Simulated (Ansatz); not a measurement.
Harmonic frequencies (cm⁻¹) at PBE0-D4/def2-TZVP from Ansatz: 154, 218, 272, 323, 452, 528, 667, 760, 825, 990, 1079, 1098, 1113, 1270, 1330, 1350, 1521, 1643, 2057, 2981, 3038, 3563, 3659, 3864.

Each molecule was computed in one conformer, which needn't be the lowest.

Task: Which molecule is it?
A. `NC1=C(O)C1`
B. `COC=C=N`
C. `C1=NCOC1`
D. `C1=NCCO1`

Result: A.
